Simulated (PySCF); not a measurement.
## How good is the calculation?

Geometry (Å), atoms numbered from 1 in this order:
```xyz
16

S     2.2636    0.7494   -0.4583
C     1.0990   -0.4406    0.3043
C     0.1278    0.2078    1.2906
C    -1.0012    0.7653    0.4095
C    -0.9822   -0.0834   -0.8859
C     0.1561   -1.0992   -0.7025
H     1.3337    1.5628   -1.0035
H     1.7710   -1.1650    0.7889
H    -0.2658   -0.5805    1.9547
H     0.6082    0.9657    1.9252
H    -1.9723    0.7230    0.9241
H    -0.8227    1.8275    0.1809
H    -1.9433   -0.5841   -1.0730
H    -0.7929    0.5525   -1.7646
H     0.6586   -1.3742   -1.6405
H    -0.2354   -2.0268   -0.2510
```

What is known from experiment: δ 13C C2 38.3; C3/C6 37.7; C4/C5 24.6 ppm (measured; solution, not stated per compound (mostly CDCl3 or CCl4); Pretsch, Buehlmann, Badertscher, Structure Determination of Organic Compounds, 4th ed. (2009)).

- PBE0-D3(BJ)/def2-SVP structure
- PBE0/pcSseg-1 with gauge-including orbitals
- program: PySCF 2.14.0 with density-fitted response routines
- no relativistic terms, rapidly exchanging positions averaged, one conformer, gas phase

Task: What does the calculation give, and how does it compare?

Result: 
Reference values: measured (solution, not stated per compound (mostly CDCl3 or CCl4); Pretsch, Buehlmann, Badertscher, Structure Determination of Organic Compounds, 4th ed. (2009)).
```csv
atoms,quantity,reference,computed,"computed, scaled"
C2,δ 13C,38.3,46.8,44.8
C3/C6,δ 13C,37.7,39.2,37.4
C4/C5,δ 13C,24.6,21.8,20.5
```

Computed shifts are σ(ref) − σ with the named reference compound (TMS for H and C) calculated as an isolated molecule at the same level. The measured values may be among those fitted. Empirical linear scaling, fitted to shifts measured mostly in CDCl3 for H and C (δ vs TMS): 13C (scatter 2.0 ppm rms, 2.2 ppm with the 3 outliers that the fit left out). A few per cent of atoms miss by over 2 rms, more outside the fitted compound classes.

Task: How far are the unscaled 13C shifts from the references?

Result: Mean signed difference +2.40 ppm, mean absolute 4.27 ppm over 3 comparisons; the largest is +8.5 ppm at C2 (sp3 CH bonded to S).
